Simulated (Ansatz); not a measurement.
Wurtzite MgTe was calculated with LDA (Ansatz, a program for electronic structure, plane waves, PAW).

Numerical settings: plane-wave cutoff 520 eV, 12×12×6 k mesh (along the axes of the cell as run), Fermi–Dirac smearing 0.01 eV, scalar-relativistic PAW data made under PBE.

Shape and atoms are relaxed at each volume.

The direct gap at Γ against volume; x = 100 ln(V/32.301 Å³). One gap is withheld.

```
V (Å³/atom)      x  gap (eV)
-----------  -----  --------
31.009       -4.08     2.619
31.655       -2.02     2.521
32.301        0.00     2.426
32.947        1.98     2.336
33.593        3.92         ?
```

Question: Fit a straight line to the rows shown, give the volume deformation potential and predict the withheld gap.

Answer: Means of the 4 rows: x̄ = -1.030, ȳ = 2.4755 eV. Σ(x − x̄)(y − ȳ) = -0.9536 and Σ(x − x̄)² = 20.404, so the slope is -0.0467 eV per unit of x, and dE_g/d ln V = -4.7 eV. At x = 3.92: 2.4755 + (-0.0467) × (3.92 − (-1.030)) = 2.244 eV. The run gives 2.248 eV, 0.004 eV above the line.

Spin–orbit coupling is not included; with these elements it can move the gap by several tenths of an eV or more.
